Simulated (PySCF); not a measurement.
## Two probes of the same atoms: core binding energy and nuclear shielding

Compound: C4H5PS.
SMILES with atom numbers: `[CH3:1][c:2]1[cH:3][p:4][cH:5][s:6]1`

Binding energies: delta-SCF UKS SCAN, pcX-2 on the ionised atom, pcseg-1 elsewhere, spin-free X2C (PySCF 2.14.0). Shieldings: GIAO PBE0/pcSseg-1, non-relativistic, same geometry.

| atom | isotropic shielding (ppm) |
| --- | --- |
| C1 | 166.2 |
| C2 | 23.5 |
| C3 | 38.5 |
| C5 | 16.5 |

Question: What are the C 1s binding energies of these atoms?

Answer: 
| atom | environment | C 1s (eV) | isotropic shielding (ppm) |
| --- | --- | --- | --- |
| C3 | aromatic CH carbon | 289.96 | 38.5 |
| C5 | aromatic CH next to a ring sulfur | 290.38 | 16.5 |
| C2 | substituted aromatic carbon | 291.00 | 23.5 |
| C1 | benzylic-type carbon | 291.12 | 166.2 |

Question: Among the listed atoms, is the one with the highest binding energy also the least shielded?

Answer: No. The highest binding energy is at C1 (291.12 eV, shielding 166.2 ppm), the lowest shielding at C5 (16.5 ppm, 290.38 eV).

By binding energy: C3 < C5 < C2 < C1. By shielding: C5 < C2 < C3 < C1.

Isolated species at its GFN2-xTB geometry, gas phase.
